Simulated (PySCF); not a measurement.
C3H5Cl.
Structure used (PBE0-D3(BJ)/def2-TZVP), in Å, numbered top down from 1:
```xyz
9
C3H5Cl angstrom
C     -1.2913   -0.1902    0.5436
C     -0.2521    0.4914    0.0849
C      0.9295   -0.1484   -0.5429
Cl     2.4257    0.2265    0.3745
H     -2.1497    0.3074    0.9784
H     -1.3205   -1.2743    0.4973
H     -0.2305    1.5755    0.1516
H      1.1040    0.2237   -1.5527
H      0.8343   -1.2330   -0.5696
```

Method used: TDDFT CAM-B3LYP/aug-cc-pVTZ, vertical, gas phase, core orbitals frozen in the response in PySCF 2.14.0, density-fitted response routines. Geometry: PBE0-D3(BJ)/def2-TZVP, one conformer, isolated molecule.

Ground-to-excited transition dipoles (e·a0, same axes as the geometry; the sign carries no meaning), for the states with f of 0.002 or more among the lowest 8:

| state | E (hartree) | μx | μy | μz |
| --- | --- | --- | --- | --- |
| S1 | 0.2491 | 0.699 | 0.162 | -0.385 |
| S3 | 0.2575 | 0.446 | -0.063 | 0.208 |
| S4 | 0.2673 | -1.294 | -0.466 | 0.308 |
| S5 | 0.2740 | -0.171 | 0.005 | 0.035 |
| S6 | 0.2785 | 0.233 | 0.227 | 0.022 |
| S7 | 0.2805 | 0.089 | -0.096 | -0.227 |
| S8 | 0.2876 | 0.148 | -0.264 | 0.109 |

Problem. What oscillator strength does each state have?

Solution. f = (2/3) ΔE |μ|² with ΔE in hartree (27.2114 eV).

```tsv
state	|μ|² (au)	|μ| (D)	f
S1	0.663	2.07	0.110
S3	0.246	1.26	0.042
S4	1.988	3.58	0.354
S5	0.030	0.44	0.006
S6	0.106	0.83	0.020
S7	0.069	0.67	0.013
S8	0.103	0.82	0.020
```

Problem. Which bond between heavy atoms lies closest to the direction of the S4 transition dipole?

Solution. C1–C2, at 15° from it; next C3–Cl4 at 44°.

Problem. What angle do the transition dipoles of S3 and S7 make?

Solution. |cos θ| = |μa·μb| / (|μa| |μb|) = 0.01, so θ ≈ 89° (taken between 0 and 90°, since the signs are arbitrary).

Problem. What peak molar absorption coefficient would the strongest computed level give as a lone Gaussian band 0.5 eV wide at half height?

Solution. ε(max) = 2.175×10⁸ f / FWHM, with the width in cm⁻¹. S4: 2.175×10⁸ × 0.3541 / 4033 ≈ 19000 L mol⁻¹ cm⁻¹.
